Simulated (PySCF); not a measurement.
C3H2N (doublet state).
Geometry (PBE0-D3(BJ)/def2-SVP, Å), atoms numbered from 1 in this order:
```xyz
6
C3H2N angstrom
C     -1.193   -0.216    0.493
C     -0.214    0.499   -0.033
C      1.050   -0.070   -0.390
N      2.074   -0.533   -0.678
H     -1.373   -1.251    0.785
H     -0.338    1.575   -0.219
```

Identity: `[H]/[C]=C\C#N` [radical].

Computed with UKS B3LYP, IGLO-III on C N, pcH-1 on H, non-relativistic, mean-field spin-orbit, GIAO in PySCF 2.14.0. Isolated species at its PBE0-D3(BJ)/def2-SVP geometry, gas phase. The SCF solution wasn't tested for stability.

**Question.** The isotropic 13C couplings are +350.9, +108.1, +9.0 MHz. Assign them to C1; C2; C3.

**Answer.** 
```csv
site,a_iso (MHz),ρ(0) (bohr⁻³),position,distance from C1 (Å),spin population,largest |T| (MHz)
C1,+350.9,+0.3121,largest spin population,0.00,+1.06,142.0
C2,+9.0,+0.0080,1 bond from C1,1.32,-0.14,20.9
C3,+108.1,+0.0961,2 bonds from C1,2.42,+0.06,6.4
```

**Question.** Match the computed a_iso(1H) values +105.1, +46.8 MHz with the sites H5; H6.

**Answer.** 
| site | a_iso (MHz) | ρ(0) (bohr⁻³) | position | distance from C1 (Å) | bound to | spin population there | largest \|T\| (MHz) |
| --- | --- | --- | --- | --- | --- | --- | --- |
| H5 | +46.8 | +0.0105 | 1 bond from C1 | 1.09 | C1 | +1.06 | 42.4 |
| H6 | +105.1 | +0.0235 | 2 bonds from C1, on C2 of spin population -0.14 | 2.11 | C2 | -0.14 | 12.6 |

ρ(0) is the spin density at the nucleus and T the dipolar tensor. Largest spin populations (Mulliken): C1 (+1.06), C2 (-0.14) and C3 (+0.06). C1 is the only atom above +0.15.
